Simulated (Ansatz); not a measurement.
**HB–AlH, triplet along the angle Al2-B1-H3**

Starting geometry (PBE0/def2-TZVP stationary point for this spin, not checked as a minimum):

```xyz
4

B     0.0000    0.0000    1.0513
Al    0.0000    0.0000   -0.8575
H     0.0000    0.0000    2.2344
H     0.0000    0.0000   -2.4283
```

From there the angle named below is changed in its plane at fixed bond lengths, both arms turning rigidly about the middle atom; atoms are numbered as listed. Energies are in kcal/mol, counted from the starting geometry at the same level. Kohn–Sham curves are unrestricted where that lies lower.

Basis cc-pVDZ; Ansatz 0.2.0. Only valence electrons are correlated (noble-gas cores frozen). R marks a restricted (for open shells ROHF) determinant, U an unrestricted one.

Full CI isn't at hand for all of this; UCCSDT(Q) serves as the reference, and is uncertain by about the last step of the cluster series.

```
angle Al2-B1-H3 (°)  CAM-B3LYP
               68.8       33.4
               88.6       22.5
              101.7       16.6
              124.6        8.6
              142.1        4.2
              161.5        1.0
              180.0        0.0
```

Question: Estimate the UCCSDT(Q) curve in cc-pVDZ from this one, knowing how CAM-B3LYP errs.

Answer: The computed UCCSDT(Q) values, in kcal/mol from the starting point, and the error of CAM-B3LYP against them:
```csv
angle Al2-B1-H3 (°),UCCSDT(Q),CAM-B3LYP less UCCSDT(Q)
68.8,31.7,1.7
88.6,22.3,0.2
101.7,16.7,-0.1
124.6,8.6,-0.1
142.1,4.2,0.0
161.5,1.0,0.0
180.0,0.0,0.0
```

The error spans 1.8 kcal/mol and is largest, 1.7 kcal/mol, at 68.8 °.

In so small a basis the reference is far from its limit while semilocal and hybrid functionals are nearer theirs, so the functionals' errors here hold much of the reference's basis and frozen-core error, which can add to them or hide them.
